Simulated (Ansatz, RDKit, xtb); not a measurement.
# [C4H3O2]−: ranking a sample of isomers

A sample of isomers of [C4H3O2]− (charge -1) is drawn. Aim: find which of them has the lowest free energy at 298.15 K, then its properties. The sample is small against all isomers, and the most stable one of this formula need not be in it.

Plan: many cheap relaxations first (GFN2-xTB), then density-functional screening, relaxation at r2SCAN-D4/def2-SVPD, vibrations (at GFN2-xTB) and a final energy. The numbers are computed, not measured.

**1. Candidates**

Isomers were taken from a list of plausible structures; this is a sample, not all of them. That gives 5 candidates.

```
label           SMILES     spin
 c230  O=C([O-])C1C=C1  singlet
 c342    CC#CC(=O)[O-]  singlet
 c600    C#CCC(=O)[O-]  singlet
 c691  O=C([O-])C1=CC1  singlet
 c895   C=C=CC(=O)[O-]  singlet
```

Candidates are built by distance geometry, with a force field where one applies, in up to four conformers (letters a to d).

Q: Predict the outcome of this search (final energies at CCSD(T)/def2-SVPD + MP2/def2-TZVPPD - MP2/def2-SVPD).

| quantity | value |
| --- | --- |
| lowest structure found | CC#CC(=O)[O-], singlet |
| next finalist | C=C=CC(=O)[O-], singlet, 1.5 kcal/mol higher in G |
| share at equilibrium, among the finalists | 92.6 % |

`CC#CC(=O)[O-]` comes out lowest. The margin, 1.5 kcal/mol, is modest. GFN2-xTB, HF/STO-3G, HF/def2-SVPD and MP2/def2-SVPD already put its bonding pattern lowest among the structures in one piece; r2SCAN-D4/def2-SVPD and r2SCAN-D4/def2-SVPD, relaxed favour the singlet C=C=CC(=O)[O-]. The search is not exhaustive (a finite list of starts, one conformer a finalist), so a lower isomer can't be ruled out. Only 5 drawn patterns were tried, so whole families of isomers are missing, and the result ranks this sample alone.
